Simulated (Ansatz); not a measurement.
**H₂S₃: one species, many methods**

Aim: compute H₂S₃ with functionals from several rungs and with coupled cluster. The yardstick is the atomisation energy at the CCSD(T) limit.

The runs use Ansatz 0.2.0, Gaussian basis; functionals in def2-TZVPP, the program's frozen cores in correlated methods.

The runs, in order: LDA (SPW92), PBE-D4, revPBE-D4, BLYP-D4, r2SCAN-D4, B97M-V, PBE0-D4, B3LYP-D4, r2SCANh-D4, r2SCAN0-D4, HSE06-D4, BHLYP-D4, CAM-B3LYP-D4, LC-ωPBE, ωB97X-V, ωB97M-V, B2PLYP, PBE-QIDH; CCSD(T)/def2-SVP; CCSD(T)/def2-TZVPP; MP2/def2-QZVPP; extrapolation to the limit; RPA on PBE.

## (1) The geometry

An earlier PBE0-D4 in a triple-zeta def2 set relaxation fixed the geometry.

SMILES `SSS`, 5 atoms, charge 0, spin multiplicity 1.

Atoms are counted from 1 here; the program's logs count them from 0.

Bond lengths: S1–S2 2.045 Å, S1–H4 1.348 Å, S2–S3 2.045 Å, S3–H5 1.348 Å. Angles: S2–S1–H4 98.3°, S1–S2–S3 107.8°, S2–S3–H5 98.3°.

## (2) LDA

This LDA is Slater exchange with PW92 correlation.

The input, in.yaml:

```yaml
crystal:
  periodic: [false, false, false]
  atoms:
    - {symbol: S, position_ang: [-1.569736, -0.757232, 0.062424]}
    - {symbol: S, position_ang: [-0.374141, 0.754028, 0.747860]}
    - {symbol: S, position_ang: [1.543913, 0.048415, 0.827139]}
    - {symbol: H, position_ang: [-1.475770, -0.497348, -1.256497]}
    - {symbol: H, position_ang: [1.925533, 0.378436, -0.422428]}
basis:
  gaussian: {orbitals: def2-TZVPP}
hamiltonian: {xc: lda}
output: {orbitals: {seedname: orbitals}}
```

Started as:

```sh
$ ansatz run in.yaml --threads 2 --pin off --events-out ev --progress --plain --max-ram 4352MiB
```

After this run come: PBE-D4 (GGA); revPBE-D4 (GGA); BLYP-D4 (GGA); r2SCAN-D4 (meta-GGA); B97M-V (meta-GGA); B3LYP-D4 (hybrid); r2SCANh-D4 (hybrid); r2SCAN0-D4 (hybrid); HSE06-D4 (hybrid); BHLYP-D4 (hybrid); CAM-B3LYP-D4 (range-separated); LC-ωPBE (range-separated); ωB97X-V (range-separated); ωB97M-V (range-separated); B2PLYP (double hybrid); PBE-QIDH (double hybrid); CCSD(T) in def2-SVP; CCSD(T) in def2-TZVPP; MP2 in def2-QZVPP; RPA on PBE orbitals.

Q: Predict the results of all the runs planned. Wanted: atomisation energy, CCSD(T)/CBS; farthest beyond LDA; mean size of error, GGA; mean size of error, meta-GGA; mean size of error, hybrid; mean size of error, range-separated; mean size of error, double hybrid; gap, smallest and largest; T1 diagnostic.

**Answer**, as computed:

| quantity | value |
| --- | --- |
| atomisation energy, CCSD(T)/CBS | 13.293 eV |
| functionals within 0.066 eV (0.5 %) | BLYP-D4, r2SCANh-D4 |
| farthest beyond LDA | BHLYP-D4 (-0.766 eV) |
| mean size of error, GGA | 0.290 eV |
| mean size of error, meta-GGA | 0.273 eV |
| mean size of error, hybrid | 0.218 eV |
| mean size of error, range-separated | 0.291 eV |
| mean size of error, double hybrid | 0.335 eV |
| gap, smallest and largest | 3.94 eV (LDA (SPW92)), 11.20 eV (LC-ωPBE) |
| T1 diagnostic | 0.0139 |
| triples share of the correlation energy | 4.8 % |

LDA overbinds by 2.863 eV (22 %). PBE-D4 misses by +0.596 eV. Double hybrids carry the basis error of their MP2 part in triple zeta, and no dispersion term here, so their miss is partly the set-up's. Taken by rung, hybrid functionals do best (0.218 eV on average) and double hybrid ones worst beyond LDA (0.335 eV). The gap between the best rungs is small, so their order is not settled. The reference freezes the cores and leaves out relativity and excitations past (T), so misses under about 0.066 eV can't be ranked. Hartree-Fock recovers 59 % of the binding; the rest is correlation. CCSD(T) in def2-SVP is off by -2.052 eV, so the small basis spoils what the method gains. The gap grows from 3.9 to 11.2 eV across the functionals, mostly with the share of exact exchange.
